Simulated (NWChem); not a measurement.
**Correlation energy of formaldehyde (CH2O)**

```xyz
4

C      0.0000     0.0000     0.5228
O      0.0000     0.0000    -0.6733
H     -0.9444     0.0000     1.1247
H      0.9444     0.0000     1.1247
```
Charge 0, spin multiplicity 1.

Everything below was run with NWChem. All single points use one geometry, from PBE0/def2-SVP, a minimum by its harmonic frequencies.

Basis set: def2-SVP. Each correlation energy counts from its own Hartree-Fock reference.

```
method        correlation energy (mHa)  difference from CCSD(T)
------------  ------------------------  -----------------------
MP2                             -315.9                    +25.4
SCS-MP2                         -311.4                    +29.9
CR-CCSD[T]                      -340.3                     +1.0
CR-CCSD(T)                      -339.5                     +1.8
CCSD                            -331.5                     +9.8
CCSD+T(CCSD)                    -342.3                     -1.0
CCSD(T)                         -341.3                      0.0
```

The values span 30.9 mHa, from CCSD+T(CCSD) (lowest) to SCS-MP2 (highest). 

The correlated methods keep 2 core orbitals frozen. Coupled-cluster values serve here as a point of comparison, not as the truth.
